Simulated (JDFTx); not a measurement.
An input for JDFTx (a modified build) (C2H4O2 (built from acetic acid), charge -1, multiplicity 2, CANDLE, water, 1 M NaCl; bohr, hartree) and the course of its log:

```
lattice \
  24.5664396201 0.0000000000 0.0000000000 \
  0.0000000000 22.2042819644 0.0000000000 \
  0.0000000000 0.0000000000 20.3145558397
coords-type Cartesian
ion C -2.4336699428 -0.5894350828 -0.4712155854 0
ion C 0.2851180306 0.2225166930 -0.4772769417 0
ion O 1.0342407780 2.3634960163 -0.4602821187 0
ion O 1.8564627002 -1.7646141910 -0.4733007727 0
ion H -3.0228021090 -0.8698035579 1.4801399529 0
ion H -3.6010754714 0.8757576330 -1.3079762343 0
ion H -2.6405014713 -2.3634960163 -1.4801399529 0
ion H 3.6010754714 -1.2037490148 -0.4359158096 0
ion-species pseudo/c_pbe_v1.2.upf
ion-species pseudo/o_pbe_v1.2.upf
ion-species pseudo/h_pbe_v1.4.upf
elec-cutoff 20 100
elec-ex-corr gga-PBE
symmetries none
elec-n-bands 13
spintype z-spin
elec-initial-magnetization 1 yes
elec-initial-charge +1
electronic-scf nIterations 100 energyDiffThreshold 1e-8
fluid LinearPCM
pcm-variant CANDLE
fluid-solvent H2O
fluid-cation Na+ 1
fluid-anion Cl- 1
fluid-minimize nIterations 400 knormThreshold 1e-11
dump-name s0.$VAR
dump End State Ecomponents EigStats BandEigs Forces ElecDensity IonicPositions FluidDebug
```

```
[one cycle in 5 is shown, and the last three; fluid-solver lines are left out]
SCF: Cycle:  0   Etot: -45.992771660242774   dEtot: -5.969e-03   |Residual|: 2.620e-02   |deigs|: 1.454e-03
SCF: Cycle:  5   Etot: -45.995493474579902   dEtot: +1.397e-03   |Residual|: 1.097e-02   |deigs|: 5.766e-04
SCF: Cycle: 10   Etot: -45.995592326751293   dEtot: -5.442e-04   |Residual|: 5.593e-03   |deigs|: 1.583e-03
SCF: Cycle: 15   Etot: -45.997239002227147   dEtot: +1.040e-03   |Residual|: 6.977e-02   |deigs|: 7.085e-04
SCF: Cycle: 20   Etot: -45.991090758335346   dEtot: +2.344e-03   |Residual|: 1.180e-01   |deigs|: 3.177e-04
SCF: Cycle: 25   Etot: -45.982264745162972   dEtot: +3.518e-04   |Residual|: 1.535e-01   |deigs|: 6.544e-04
SCF: Cycle: 30   Etot: -45.985991882803461   dEtot: -1.838e-03   |Residual|: 1.380e-01   |deigs|: 1.858e-03
SCF: Cycle: 35   Etot: -46.009567722357502   dEtot: -1.687e-03   |Residual|: 1.903e-02   |deigs|: 6.923e-04
SCF: Cycle: 40   Etot: -46.011811701352094   dEtot: -2.997e-04   |Residual|: 3.893e-02   |deigs|: 8.758e-05
SCF: Cycle: 45   Etot: -46.011117213636666   dEtot: -1.479e-04   |Residual|: 4.318e-02   |deigs|: 7.214e-05
SCF: Cycle: 50   Etot: -46.012489546175637   dEtot: -5.184e-04   |Residual|: 1.870e-02   |deigs|: 3.181e-03
SCF: Cycle: 55   Etot: -46.012608449744512   dEtot: -4.232e-04   |Residual|: 2.399e-02   |deigs|: 6.913e-04
SCF: Cycle: 60   Etot: -46.012685062056860   dEtot: -3.654e-04   |Residual|: 2.706e-02   |deigs|: 2.212e-04
SCF: Cycle: 65   Etot: -46.015068985837281   dEtot: -9.496e-04   |Residual|: 1.092e-02   |deigs|: 1.922e-03
SCF: Cycle: 70   Etot: -46.017833601132232   dEtot: -4.751e-04   |Residual|: 4.045e-03   |deigs|: 8.104e-04
SCF: Cycle: 75   Etot: -46.018730408619447   dEtot: -8.296e-05   |Residual|: 1.641e-03   |deigs|: 2.993e-04
SCF: Cycle: 80   Etot: -46.018915000320206   dEtot: -1.428e-05   |Residual|: 5.313e-04   |deigs|: 2.684e-04
SCF: Cycle: 85   Etot: -46.018958420264262   dEtot: -4.080e-06   |Residual|: 2.408e-04   |deigs|: 8.002e-05
SCF: Cycle: 90   Etot: -46.018971807267725   dEtot: -9.989e-07   |Residual|: 1.407e-04   |deigs|: 2.085e-05
SCF: Cycle: 95   Etot: -46.018974514577287   dEtot: -3.024e-07   |Residual|: 6.352e-05   |deigs|: 5.387e-05
SCF: Cycle: 97   Etot: -46.018974931396521   dEtot: -5.660e-08   |Residual|: 6.584e-05   |deigs|: 5.265e-05
SCF: Cycle: 98   Etot: -46.018975003357603   dEtot: -7.196e-08   |Residual|: 5.785e-05   |deigs|: 1.637e-05
SCF: Cycle: 99   Etot: -46.018975053174927   dEtot: -4.982e-08   |Residual|: 5.346e-05   |deigs|: 5.455e-05
SCF: None of the convergence criteria satisfied after 100 iterations.
IonicMinimize: Iter:   0  Etot: -46.018975053174927  |grad|_K:  0.000e+00
IonicMinimize: Converged (|grad|_K<1.000000e-04).
```

This run gave no converged result. The loop ran out of cycles short of its threshold. It has stalled and not diverged: the last ten energies span 3e-06 Ha, so the total is near its end, but levels, forces and the chemical potential aren't shown converged.
